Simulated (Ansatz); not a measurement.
This Ansatz (a program for electronic structure) input (CCSD(T)/cc-pwCVQZ) gives -93.41380 Eh with 198 basis functions. A basis named .json is the Basis Set Exchange file of that set (core-valence sets with the plain set on hydrogen).

Ansatz 0.2 input:
```yaml
crystal:
  periodic: [false, false, false]
  atoms:
    - {symbol: C, position_ang: [-0.00000000, -0.00000000, -0.49689011]}
    - {symbol: N, position_ang: [0.00000000, 0.00000000, 0.64927938]}
    - {symbol: H, position_ang: [-0.00000000, -0.00000000, -1.56361504]}
basis:
  gaussian:
    orbitals: cc-pwCVQZ.json
magnetization: {spin_polarized: false}
correlation: {method: ccsd_t, frozen_orbitals: {C: 0, H: 0, N: 0}}
```

Change:
```diff
- orbitals: cc-pwCVQZ.json
+ orbitals: cc-pVTZ
```

Question: What does the run give now?

Answer: -93.30331 Eh (CCSD(T)/cc-pVTZ, 74 functions), a change of +110.49 mEh.
